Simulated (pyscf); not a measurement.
Elementary routes open to `[F][GeH2]` [doublet] + `[OH2]` in the gas phase (doublet surface):
A. `[OH][GeH2][F]` + `[H]` [doublet] (H–O broken; Ge–O formed)
B. `[OH][GeH2]` [doublet] + `[FH]` (F–Ge, H–O broken; Ge–O, F–H formed)

Structures and frequencies: ωB97X-D3(BJ)/def2-SVP in PySCF. MP2 and CC: frozen core, UHF for open shells. ΔMP2 is the change of the MP2 total energy from the triple- to the quadruple-zeta basis.

### Question
Rank the routes by free-energy barrier at 1200 K, lowest first, for CCSD(T)/def2-TZVPP + ΔMP2(QZVPP) energies (ideal gas, 1 atm, RRHO with modes under 100 cm⁻¹ raised to 100, one conformer, R ln 2 for chiral ones without a mode under 150 cm⁻¹).

### Answer
B (241.8 kJ/mol), A (274.4 kJ/mol)

Route B is the fastest of these, ahead of the next by 32.6 kJ/mol. The most stable products are those of B (ΔG = +22.0 kJ/mol), so kinetics and thermodynamics agree. At 298 K B is still the fastest. A: On the reactant side the descent ends in a complex (not fully relaxed), 22.8 kJ/mol under the separated species and 155.9 kJ/mol under the saddle at ωB97X-D3(BJ)/def2-TZVP. B: On the reactant side the descent ends in a complex, 21.3 kJ/mol under the separated species and 78.6 kJ/mol under the saddle at ωB97X-D3(BJ)/def2-TZVP. On the product side the descent ends in a bound adduct, 38.0 kJ/mol under the separated species and 65.8 kJ/mol under the saddle at ωB97X-D3(BJ)/def2-TZVP. Only these routes are compared; each barrier is that of the saddle found, and lower ones may exist. The CCSD(T) − MP2 part came from Ansatz, without density fitting, on the same reference. The frozen core leaves the outer d or s,p core shells of the metals and heavy elements correlated in the MP2 and CC values, and def2-TZVPP describes them poorly, which can shift differences by a few kcal/mol. Elements up to Kr have no core potential and no relativistic terms here.
